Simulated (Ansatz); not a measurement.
A Al$_{7}$Ru$_{8}$ cell: a crystal with Al atoms taken out, relaxed.

```yaml
crystal:
  lattice:
    - [-5.88793, 0.00068, -0.00076]
    - [-2.94477, 5.92171, -0.00317]
    - [-2.94485, 0.00314, -5.92176]
  atoms:
    - { symbol: Al, position: [0.99972, 0.00063, 0.00106] }
    - { symbol: Al, position: [0.75622, 0.48916, 0.99986] }
    - { symbol: Al, position: [0.99966, 0.50062, 0.50107] }
    - { symbol: Al, position: [0.75616, 0.99934, 0.48969] }
    - { symbol: Al, position: [0.24339, 0.51188, 0.00222] }
    - { symbol: Al, position: [0.49986, 0.50058, 0.50105] }
    - { symbol: Al, position: [0.24343, 0.00170, 0.51243] }
    - { symbol: Ru, position: [0.49363, 0.24555, 0.24603] }
    - { symbol: Ru, position: [0.26277, 0.75630, 0.24506] }
    - { symbol: Ru, position: [0.50580, 0.75568, 0.75625] }
    - { symbol: Ru, position: [0.01535, 0.24581, 0.24638] }
    - { symbol: Ru, position: [0.26273, 0.24466, 0.75670] }
    - { symbol: Ru, position: [0.73678, 0.75658, 0.24523] }
    - { symbol: Ru, position: [0.98438, 0.75522, 0.75569] }
    - { symbol: Ru, position: [0.73677, 0.24474, 0.75706] }
```

All numbers below come from DFT r2SCAN, scalar-relativistic, plane waves, PAW (Ansatz).

Plane waves to 500 eV, a k mesh through Γ of 7×6×6 on the computed 15-atom cell and Gaussian smearing (0.10 eV); no spin polarisation.

Question: Describe its local order.

Answer: Counting as bonded all pairs within 1.3 times the summed covalent radii:

| atom → neighbour | mean count | mean length (Å) | spread (Å) |
| --- | --- | --- | --- |
| Al → Al | 5.14 | 2.94 | 0.03 |
| Al → Ru | 8.00 | 2.57 | 0.03 |
| Ru → Al | 7.00 | 2.57 | 0.03 |
| Ru → Ru | 6.00 | 2.96 | 0.10 |

Angles between all pairs of such bonds at an atom (mean ± spread): 97 ± 36° at Al, 96 ± 36° at Ru.

Question: Does it have a gap?

Answer: It has no gap on the mesh. Levels at Γ next to the Fermi level (eV from it): -0.99, -0.94, -0.74, -0.70, -0.63, -0.62, 0.18, 0.29, 0.29, 0.45, 0.60, 0.83. It lies 0.45 eV/atom below the elements' standard states (static lattices, no corrections for gases).

Cost: 2 runs of about 16 core-minutes in all (earlier runs that led there not counted), on Intel Xeon Platinum 8259CL (Skylake/Cascade Lake) (shared hosts).